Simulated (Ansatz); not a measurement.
```yaml
crystal:
  periodic: [false, false, false]
  atoms:
    - {symbol: Hf, position_ang: [-0.049111, 0.101604, -0.246526]}
    - {symbol: N, position_ang: [1.218850, -0.980519, 1.116782]}
    - {symbol: N, position_ang: [-0.821493, 1.268875, 0.959024]}
    - {symbol: N, position_ang: [0.228479, -1.583112, 1.065723]}
basis:
  gaussian: {orbitals: def2-TZVP}
magnetization: {spin_polarized: true, initial_magnetization: 1}
hamiltonian: {xc: pbe0}
relax: {f_tol: 0.004, max_steps: 80}
```

```sh
$ ansatz run in.yaml --threads 1 --pin off --events-out ev --progress --plain --max-ram 2176MiB
```

Steps of the relaxation (energy above the last step; positions in Å, forces in eV/Å):

```
4
step 1, 334.3 meV
Hf   -0.049    0.102   -0.247   -2.139    3.378    1.619
N     1.219   -0.981    1.117    0.191   -0.665    0.451
N    -0.821    1.269    0.959    1.480   -2.217   -2.535
N     0.228   -1.583    1.066    0.468   -0.496    0.465
```

```
4
step 2, 15.3 meV
Hf   -0.090    0.166   -0.202   -0.458    0.746    0.080
N     1.246   -1.029    1.125   -0.099   -0.289    0.142
N    -0.838    1.301    0.898    0.266   -0.405   -0.383
N     0.259   -1.630    1.074    0.291   -0.052    0.162
```

```
4
step 3, 1.1 meV
Hf   -0.104    0.189   -0.217    0.053   -0.094    0.070
N     1.250   -1.040    1.134   -0.163   -0.081   -0.044
N    -0.835    1.296    0.896   -0.039    0.065    0.001
N     0.265   -1.639    1.083    0.149    0.110   -0.028
```

```
4
step 6, 0.0 meV
Hf   -0.103    0.187   -0.207    0.000    0.000   -0.001
N     1.253   -1.045    1.132    0.000    0.000    0.000
N    -0.842    1.308    0.890    0.000    0.001    0.001
N     0.269   -1.644    1.081    0.000    0.000    0.000
```

Close pairs at the end: N2–N4 1.153 Å, Hf1–N3 1.733 Å, Hf1–N4 2.269 Å, Hf1–N2 2.269 Å.

A stationary point of unrestricted PBE0 after 6 steps, with ⟨S²⟩ = 0.755 against 0.75 for a pure state; no frequencies were run, so it isn't proven a minimum. 85 s on 1 thread of Arm Neoverse V1, shared host.
